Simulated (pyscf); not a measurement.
PySCF, gas phase, ωB97X-D3(BJ)/def2-SVP geometries. Correlated levels are frozen-core, on RHF or UHF. ΔMP2 is the change of the MP2 total energy from the triple- to the quadruple-zeta basis.

Q: For HO–SiH₂–F (SMILES O[SiH2]F) + H• (SMILES [H]) → F–SiH₂• (SMILES F[SiH2]) + H₂O (SMILES O), a substitution at O (doublet surface; O–Si broken, H–O formed), PBE/def2-TZVP gives ΔE‡ = 87.3 kJ/mol and ΔE = +39.5 kJ/mol (zero: the separated reactants). In which direction and how far do r²SCAN/def2-TZVP, M06-2X/def2-TZVP, CCSD(T)/def2-TZVPP + ΔMP2(QZVPP) move these?

A: r²SCAN: ΔE‡ = 103.9 kJ/mol, ΔE = +47.1 kJ/mol; M06-2X: ΔE‡ = 134.5 kJ/mol, ΔE = +58.5 kJ/mol; CCSD(T): ΔE‡ = 138.5 kJ/mol, ΔE = +48.8 kJ/mol. PBE's barrier lies under all of them, by 16.6 to 51.2 kJ/mol. Its reaction energy lies under all of them, by 7.6 to 19.0 kJ/mol. Low barriers are usual for a GGA, whose delocalisation error favours stretched bonds. The same reactants have a lower exit, to HO–SiH•–F + H₂ (barrier +28.5 kJ/mol at ωB97M-D3(BJ), against +133.4 kJ/mol here). One saddle was located; it need not be the lowest between these sides. The angle at the attacked O is 137°. The CCSD(T) − MP2 part came from Ansatz, without density fitting, on the same reference.
